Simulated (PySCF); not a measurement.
## Löwdin shares of the frontier orbitals

Species: C4H7 (charge +1).
Geometry (GFN2-xTB, Å), atoms numbered from 1 in this order:
```xyz
11
C4H7 angstrom
C      2.0182   -0.2563   -0.1358
C      0.8134    0.3518    0.0203
C     -0.3877   -0.3367   -0.1907
C     -1.6893    0.2378   -0.0445
H      2.9429    0.2776    0.0276
H      2.1024   -1.2942   -0.4283
H      0.7659    1.3937    0.3141
H     -0.3254   -1.3814   -0.4859
H     -2.2634    0.0949   -0.9721
H     -2.2828   -0.3680    0.6563
H     -1.6888    1.2836    0.2530
```

Method used: TDDFT CAM-B3LYP/def2-SVPD, vertical, gas phase, core orbitals frozen in the response in PySCF.

Kohn–Sham orbitals with the atoms that hold most of them (Löwdin shares over 4%, at most four atoms; ? is withheld):

```json
{"orbital": "HOMO-3", "ε (eV)": "-18.69", "atoms": "C3 25%, C4 24%, C1 18%, C2 9%"}
{"orbital": "HOMO-2", "ε (eV)": "-18.43", "atoms": "C1 20%, C4 19%, C2 19%, H7 11%"}
{"orbital": "HOMO-1", "ε (eV)": "-17.67", "atoms": "?"}
{"orbital": "HOMO", "ε (eV)": "-16.13", "atoms": "C2 36%, C1 26%, C3 14%, C4 9%"}
{"orbital": "LUMO", "ε (eV)": "-8.24", "atoms": "?"}
{"orbital": "LUMO+1", "ε (eV)": "-3.67", "atoms": "C2 37%, C1 21%, C3 19%, H6 5%"}
{"orbital": "LUMO+2", "ε (eV)": "-2.88", "atoms": "C3 24%, H8 15%, C1 15%, C4 14%"}
```

Question: Give the leading atoms of the HOMO-1.

Answer: C4 (bonded to C and 3 H) 22%; C3 (bonded to 2 C and H) 19%; C2 (bonded to 2 C and H) 15%; H11 (bonded to C) 13%. By element: carbon 55% or more, hydrogen 13% or more.

Question: Give the leading atoms of the LUMO.

Answer: C3 (bonded to 2 C and H) 35%; C1 (bonded to C and 2 H) 32%; C2 (bonded to 2 C and H) 11%; C4 (bonded to C and 3 H) 8%.

Question: The HOMO–LUMO gap is 7.89 eV. Where does the response calculation put the lowest singlet, and from which orbitals?

Answer: S1 is at 5.25 eV (f = 0.0010), 2.64 eV below the gap, made of HOMO-1→LUMO (90%). Its leading pair isn't HOMO and LUMO; the energies of that pair differ by 9.43 eV. 

Question: Give energy, strength and leading configuration of S1, S2, S4 and S8, and follow the Löwdin shares of the leading atoms from the occupied to the empty orbital.

Answer: 
- S1 (5.25 eV, f 0.0010), HOMO-1→LUMO (90%): C4 22% → 8%, C3 19% → 35%, C1 at most 13% → 32%
- S2 (5.39 eV, f 0.527), HOMO→LUMO (98%): C2 36% → 11%, C1 26% → 32%, C3 14% → 35%
- S4 (6.19 eV, f 0.0028), HOMO-2→LUMO (88%): C1 20% → 32%, C4 19% → 8%, C3 at most 11% → 35%
- S8 (9.34 eV, f 0.088), HOMO→LUMO+1 (96%): C2 36% → 37%, C1 26% → 21%

Löwdin shares depend on the basis, the more so with diffuse functions.

One conformer stands for the species.
